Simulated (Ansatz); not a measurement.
A nudged elastic band was laid between two geometries of CH3NO (6 atoms, charge 0, multiplicity 1).

Theory: UKS PBE0/cc-pVDZ in Ansatz 0.2.0.

```
movable images  : 9
climbing image  : yes
spring          : 5.0 eV/Å²
optimiser       : quadratic models (default)
start path      : straight line
force threshold : 0.03 eV/Å
iteration limit : 60
end points      : relaxed
```

First end point:

```xyz
6
Properties=species:S:1:pos:R:3
N -0.985 -0.322 -0.097
C 0.208 0.079 -0.222
O 1.023 0.222 0.831
H -1.436 -0.362 -1.014
H 0.736 0.358 -1.149
H 0.496 -0.039 1.605
```

Last end point:

```xyz
6
Properties=species:S:1:pos:R:3
N -0.615 -0.245 0.188
C 0.608 0.203 -0.190
O 1.531 0.420 0.562
H -1.356 -0.389 -0.482
H 0.672 0.349 -1.296
H -0.798 -0.402 1.172
```

(1) What changes between the two ends?

(2) Give the energies along the band, and the barrier.

(3) What is the geometry of the highest image?

Answers

(1) Bonds broken: O3–H6. Bonds formed: N1–H6.

(2) The run converged. The highest image is number 5 of 0 to 10, 31.5 kcal/mol above the first end and 44.0 kcal/mol above the last; the last end lies 12.4 kcal/mol below the first. Another band between the same ends (9 images) ends at a top of the same energy, where a vibrational analysis finds 1 clearly imaginary mode. The orbitals stay closed-shell, which can raise the energy where a bond breaks towards radicals; this wasn't checked here.

```
image  path coordinate (Å)  energy (kcal/mol)  O3–H6 (Å)  N1–H6 (Å)
    0                 0.00                0.0       0.97       2.27
    1                 0.19                1.3       0.98       2.09
    2                 0.39                5.5       0.99       1.90
    3                 0.58               12.9       1.02       1.70
    4                 0.77               24.4       1.13       1.50
    5                 0.97               31.5       1.33       1.33
    6                 1.17               23.0       1.55       1.17
    7                 1.38                7.2       1.80       1.06
    8                 1.58               -4.7       2.06       1.02
    9                 1.79              -10.8       2.32       1.01
   10                 2.00              -12.4       2.54       1.01
```

(3) 
```xyz
6
Properties=species:S:1:pos:R:3:forces:R:3
N -0.757 -0.268 0.076 0.00 0.00 0.00
C 0.427 0.155 -0.265 0.00 0.00 0.00
O 1.141 0.266 0.788 0.00 0.00 0.00
H -1.524 -0.443 -0.567 0.00 0.00 0.00
H 0.802 0.391 -1.270 0.00 0.00 0.00
H -0.047 -0.165 1.191 0.00 0.00 0.00
```

Time of the run: 2.6 min on 1 thread of Arm Neoverse V2, with other jobs on the host, peak memory 0.12 GiB.
